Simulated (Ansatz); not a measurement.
# AlH₄+ (singlet): the correlation ladder at distance Al1–H5 = 1.422 Å, cc-pVDZ

An exercise on one series of results from a longer session: the logs are not shown, and one member is left open.

Method: cc-pVDZ, core rule «outside noble gas», up to 5 orbitals frozen; program: Ansatz 0.2.0, Gaussian basis.

To be run: UHF; CCSD(T) on RHF; BCCD(T) on RHF; CISD; CCSDT(Q) on RHF; CASSCF and MRCISD+Q, 2 electrons in 2 orbitals; CASSCF and NEVPT2, 2 electrons in 2 orbitals; Full CI.

47 further runs of the same task are left out: 33 for a known fault of the program, 9 that didn't finish, 5 set aside as unsound or not needed.

## The system

The geometry derives from a PBE0/def2-TZVP stationary point (not a proven minimum). One bond is set to the value named and the two fragments are kept rigid.

5 atoms, charge 1, spin multiplicity 1.

Atoms are counted from 1 here; the program's logs count them from 0.

Bond lengths: Al1–H4 1.552 Å, Al1–H5 1.422 Å, H2–H3 0.770 Å. Angles: H4–Al1–H5 164.0°.

Coordinates:

```csv
atom,x (Å),y (Å),z (Å)
Al1,0.00000,-0.00419,-0.11921
H2,0.00000,-0.38898,1.92184
H3,0.00000,0.38061,1.92184
H4,0.00000,1.53275,-0.33536
H5,0.00000,-1.41233,-0.31725
```

Set-up of the first run:

The input, in.yaml:

```yaml
crystal:
  periodic: [false, false, false]
  atoms:
    - {symbol: Al, position_ang: [0.000000, -0.004186, -0.119208]}
    - {symbol: H, position_ang: [0.000000, -0.388979, 1.921842]}
    - {symbol: H, position_ang: [0.000000, 0.380607, 1.921842]}
    - {symbol: H, position_ang: [-0.000002, 1.532749, -0.335359]}
    - {symbol: H, position_ang: [0.000002, -1.412328, -0.317247]}
basis:
  gaussian: {orbitals: cc-pVDZ}
total_charge: 1
magnetization: {spin_polarized: true, initial_magnetization: 0}
hamiltonian: {xc: hf}
output: {orbitals: {seedname: orbitals}}
```

Command:

```bash
$ ansatz run in.yaml --threads 1 --pin off --events-out ev --progress --plain --max-ram 2393MiB
```

Among the steps run: UHF; CCSD(T) on RHF; BCCD(T) on RHF; CISD; CCSDT(Q) on RHF; CASSCF and MRCISD+Q, 2 electrons in 2 orbitals; CASSCF and NEVPT2, 2 electrons in 2 orbitals; Full CI.

One of the session's tables, all rows but one given; the rest of the session is left out.

It belongs to the step «Misses and costs». 

```
     method  from FCI (meV)
        RHF               ?
       RMP2          +715.3
       CISD          +129.3
      RCCSD           +30.6
   RCCSD(T)            +8.3
    BCCD(T)            +8.1
     RCCSDT            +0.8
  RCCSDT(Q)            +0.2
CASSCF pair         +2400.6
NEVPT2 pair          +679.2
        FCI               0
```

Estimate the missing values for RHF.

The run gave: from FCI (meV): +2880.7. In the column «from FCI (meV)» it is the highest.

Not comparable, so not listed: CASSCF and MRCISD+Q, 2 electrons in 2 orbitals (they don't share determinant, frozen orbitals or solution with the rows shown, or repeat one).

Caveats from the session: Warnings in the runs' records: passed over end.
